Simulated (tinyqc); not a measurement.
Worked calculation: LCCD on RHF in the sto-6g basis, frozen core, for BH3, spin multiplicity 1. One step of it, computed by the program tinyqc.

Question. LCCD: starting amplitudes. t_ij^ab = <ij||ab> / (e_i + e_j - e_a - e_b), whose energy is MP2.

orbital energies (hartree): MO1 -7.536004, MO2 -0.619382, MO3 -0.423870, MO4 -0.423735, MO5 0.239035, MO6 0.525189, MO7 0.619897, MO8 0.620236

Two-electron integrals over orbitals (pq|rs), unique and non-zero (hartree); the lowest 1 orbital is frozen and left out:
```
(22|22) 0.425922    (32|32) 0.115664    (33|22) 0.416287    (33|33) 0.467871
(42|22) 2.70e-06    (42|33) -0.064143   (42|42) 0.115628    (43|32) -0.064161
(43|43) 0.050216    (44|22) 0.416275    (44|33) 0.367420    (44|42) 0.064170
(44|44) 0.467882    (52|52) 0.067888    (53|53) 0.015733    (54|52) -3.70e-06
(54|54) 0.015732    (55|22) 0.452704    (55|33) 0.413804    (55|42) -0.000006
(55|44) 0.413796    (55|55) 0.587109    (62|22) 0.048184    (62|33) 0.021742
(62|42) 0.000005    (62|44) 0.021807    (62|55) 0.116636    (62|62) 0.075149
(63|32) -0.044751   (63|43) 0.043371    (63|63) 0.063765    (64|22) -0.000043
(64|33) 0.043288    (64|42) -0.044617   (64|44) -0.043346   (64|55) -0.000105
(64|62) -0.000132   (64|64) 0.063616    (65|52) 0.063236    (65|54) -0.000020
(65|65) 0.063256    (66|22) 0.418781    (66|33) 0.415450    (66|42) -0.000227
(66|44) 0.415185    (66|55) 0.441370    (66|62) 0.029331    (66|64) 0.000086
(66|66) 0.432543    (72|22) 0.000066    (72|33) 0.022514    (72|42) -0.000309
(72|44) -0.022453   (72|55) 0.000131    (72|62) 0.000025    (72|64) 0.046905
(72|66) 0.000059    (72|72) 0.049346    (73|32) 0.046714    (73|43) -0.024008
(73|63) -0.032041   (73|73) 0.033245    (74|22) 0.051165    (74|33) 0.052289
(74|42) -0.046818   (74|44) 0.004063    (74|55) 0.105677    (74|62) 0.072660
(74|64) 0.032027    (74|66) 0.028314    (74|72) 0.010932    (74|74) 0.107738
(75|52) 0.000067    (75|54) 0.016157    (75|65) 0.000046    (75|75) 0.020702
(76|22) -0.000015   (76|33) -0.058975   (76|42) 0.106171    (76|44) 0.058972
(76|55) -0.000021   (76|62) -0.000009   (76|64) -0.046955   (76|66) -0.000241
(76|72) -0.004685   (76|74) -0.049413   (76|76) 0.109664    (77|22) 0.440354
(77|33) 0.398240    (77|42) 0.030405    (77|44) 0.466676    (77|55) 0.467614
(77|62) 0.053323    (77|64) -0.037335   (77|66) 0.443390    (77|72) -0.028258
(77|74) 0.048130    (77|76) 0.030877    (77|77) 0.509027    (82|32) -0.000311
(82|43) 0.022473    (82|63) 0.046924    (82|73) -0.010755   (82|82) 0.049343
(83|22) 0.051180    (83|33) 0.004147    (83|42) 0.046734    (83|44) 0.052256
(83|55) 0.105688    (83|62) 0.072689    (83|64) -0.032108   (83|66) 0.028108
(83|72) -0.010729   (83|74) 0.043551    (83|76) 0.049276    (83|77) 0.070499
(83|83) 0.107648    (84|32) 0.046751    (84|43) -0.024050   (84|63) -0.032106
(84|73) 0.030722    (84|82) -0.010809   (84|84) 0.033307    (85|53) 0.016158
(85|85) 0.020704    (86|32) 0.106264    (86|43) -0.059051   (86|63) -0.047175
(86|73) 0.049299    (86|82) -0.004756   (86|84) 0.049341    (86|86) 0.109822
(87|32) -0.030068   (87|43) 0.034022    (87|63) 0.037147    (87|73) -0.010952
(87|82) 0.028298    (87|84) -0.010992   (87|86) -0.030627   (87|87) 0.034183
(88|22) 0.440381    (88|33) 0.466568    (88|42) -0.030179   (88|44) 0.398374
(88|55) 0.467640    (88|62) 0.053256    (88|64) 0.037118    (88|66) 0.443554
(88|72) 0.028374    (88|74) 0.070426    (88|76) -0.030692   (88|77) 0.440343
(88|83) 0.048299    (88|88) 0.508945
```

Give: Starting amplitudes; correlation energy.

Answer.

Starting amplitudes (spin orbitals 1a, 1b, ...; amplitudes related by a flip of all spins are not repeated; the 24 largest):
```
from      to       t
4a 4b  7a 7b  -0.052
3a 3b  8a 8b  -0.052
2a 2b  5a 5b  -0.040
3a 3b  6a 6b  -0.034
4a 4b  6a 6b  -0.034
2a 3b  6a 8b  -0.033
2a 4b  6a 7b  -0.033
2a 2b  6a 6b  -0.033
2a 3b  6b 8a   0.021
2a 4b  6b 7a   0.021
3a 4b  7b 8a   0.021
2a 2b  7a 7b  -0.020
2a 2b  8a 8b  -0.020
3a 4b  6b 8a  -0.016
3a 4b  6a 8b   0.016
3a 3b  6a 7b   0.016
4a 4b  6a 7b  -0.016
4a 4b  8a 8b  -0.016
3a 3b  7a 7b  -0.016
3a 4b  7a 8b  -0.015
4a 4b  5a 5b  -0.012
3a 3b  5a 5b  -0.012
2a 3a  6a 8a  -0.012
2a 4a  6a 7a  -0.012
```

correlation energy = -0.04624 hartree
